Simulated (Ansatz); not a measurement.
## Ansatz (development build ahead of 0.2.0) run

```yaml
crystal:
  periodic: [false, false, false]
  atoms:
    - { symbol: P, position_ang: [0.0, 0.0, 0.14059] }
    - { symbol: H, position_ang: [1.29225, 0.0, -0.70296] }
    - { symbol: H, position_ang: [-0.64612, 1.11912, -0.70296] }
    - { symbol: H, position_ang: [-0.64612, -1.11912, -0.70296] }
basis:
  gaussian: { orbitals: def2-TZVP }
hamiltonian:
  xc: hf
correlation:
  method: mp2
  frozen_orbitals: { H: 0, P: 5 }
```

The input is written out in the form of the current development build from the run's settings.

The run gave:

```yaml
Converged: yes
Reference_energy: -342.46395 hartree
Correlation_energy: -0.16093 hartree
Total_energy: -342.62488 hartree
Spin_squared_of_the_determinant: 0.000
```
